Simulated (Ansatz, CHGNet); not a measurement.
Equilibrium lattice constant a (Å) of solids drawn from the class of elemental solids other than molecular ones, at two levels: the machine-learned potential CHGNet-r²SCAN (trained on r²SCAN data), and PBE (Ansatz, a first-principles code, plane waves, PAW).

```json
[
 {"solid": "bcc Mo", "CHGNet-r²SCAN": "3.154", "PBE": "3.161", "shift (%)": "+0.22"},
 {"solid": "fcc Rh", "CHGNet-r²SCAN": "3.806", "PBE": "3.830", "shift (%)": "+0.63"},
 {"solid": "fcc Pt", "CHGNet-r²SCAN": "3.945", "PBE": "3.970", "shift (%)": "+0.63"},
 {"solid": "diamond-structure Si", "CHGNet-r²SCAN": "5.441", "PBE": "5.470", "shift (%)": "+0.53"},
 {"solid": "bcc K", "CHGNet-r²SCAN": "5.307", "PBE": "5.284", "shift (%)": "-0.43"},
 {"solid": "fcc Pb", "CHGNet-r²SCAN": "4.988", "PBE": "5.040", "shift (%)": "+1.04"},
 {"solid": "bcc V", "CHGNet-r²SCAN": "2.979", "PBE": "2.997", "shift (%)": "+0.60"},
 {"solid": "diamond", "CHGNet-r²SCAN": "3.559", "PBE": "3.572", "shift (%)": "+0.37"},
 {"solid": "bcc Cs", "CHGNet-r²SCAN": "6.461", "PBE": "6.162", "shift (%)": "-4.63"},
 {"solid": "fcc Ca", "CHGNet-r²SCAN": "5.582", "PBE": "5.526", "shift (%)": "-1.00"}
]
```

The shifts run from -4.63 % to +1.04 %, with a median of +0.45 %.

Over all 10 rows PBE is the larger in 7.

Ansatz's runs of these crystals have no spin polarisation.

Spin–orbit coupling is left out, also for the solids with elements from indium on (fcc Pt, fcc Pb, bcc Cs); its size isn't shown.

Ansatz's density-functional and Hartree–Fock values are scalar-relativistic unless marked +SOC, with PAW data made under PBE.
